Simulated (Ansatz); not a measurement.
Computed with Ansatz on PBE0-D4/def2-TZVP structures; ΔE is electronic, products minus reactants. CCSD(T)/CBS is the MP2 limit (def2-TZVPP, def2-QZVPP) plus CCSD(T) − MP2 in def2-TZVPP, frozen cores. This one scheme is used for every species, atoms too. DFT in def2-TZVPP. B3LYP here is the variant with VWN-RPA as its local correlation; programs differ in this. HSE06 is defined as in plane-wave codes. No spin–orbit coupling; open shells (•) take unrestricted orbitals. Spin–orbit coupling would lower the free atoms: a little for C, F, O. One conformer a species, not always the lowest.

Consider the atomization: `COCCF` → 3 C• + F• + 7 H• + O•.

```json
{"level": "B97M-V", "ΔE (eV)": "47.72", "difference from CCSD(T)/CBS": "-0.05"}
{"level": "B3LYP-D4", "ΔE (eV)": "47.76", "difference from CCSD(T)/CBS": "-0.01"}
{"level": "r2SCAN0-D4", "ΔE (eV)": "47.07", "difference from CCSD(T)/CBS": "-0.70"}
{"level": "HSE06-D4", "ΔE (eV)": "47.97", "difference from CCSD(T)/CBS": "0.20"}
{"level": "ωB97X-V", "ΔE (eV)": "47.85", "difference from CCSD(T)/CBS": "0.08"}
{"level": "B2PLYP", "ΔE (eV)": "47.31", "difference from CCSD(T)/CBS": "-0.46"}
{"level": "PBE", "ΔE (eV)": "48.73", "difference from CCSD(T)/CBS": "0.96"}
{"level": "BLYP", "ΔE (eV)": "47.35", "difference from CCSD(T)/CBS": "-0.42"}
{"level": "BHLYP", "ΔE (eV)": "46.02", "difference from CCSD(T)/CBS": "-1.75"}
{"level": "CAM-B3LYP", "ΔE (eV)": "47.93", "difference from CCSD(T)/CBS": "0.16"}
{"level": "HF/def2-SVP", "ΔE (eV)": "35.24", "difference from CCSD(T)/CBS": "-12.53"}
{"level": "CCSD/def2-SVP", "ΔE (eV)": "45.22", "difference from CCSD(T)/CBS": "-2.55"}
{"level": "SCS-MP2/def2-TZVPP", "ΔE (eV)": "47.13", "difference from CCSD(T)/CBS": "-0.64"}
{"level": "HF/def2-QZVPP", "ΔE (eV)": "34.73", "difference from CCSD(T)/CBS": "-13.04"}
{"level": "SCS-MP2/def2-QZVPP", "ΔE (eV)": "47.87", "difference from CCSD(T)/CBS": "0.10"}
{"level": "MP2/CBS(def2)", "ΔE (eV)": "48.54", "difference from CCSD(T)/CBS": "0.77"}
{"level": "CCSD(T)/CBS", "ΔE (eV)": "47.77", "difference from CCSD(T)/CBS": "0"}
```

Largest T1 diagnostic among the species: 0.011.

From PBE to PBE0 (25 % exact exchange), in def2-TZVPP and without D4, ΔE moves by −0.96 eV: exact exchange takes away binding that semilocal exchange gives to molecules. The D4 term adds +0.29 eV with B3LYP and +0.15 eV with PBE0; it sums over pairs of atoms, weighted by their polarisabilities, and B3LYP, whose exchange is more repulsive, gets the larger term.

For atomizations the MP2-based limit and the directly extrapolated one differ by several kJ/mol either way, and by 10 to 25 for some Ge, Se and Sn compounds, so smaller differences from it don't rank the levels.
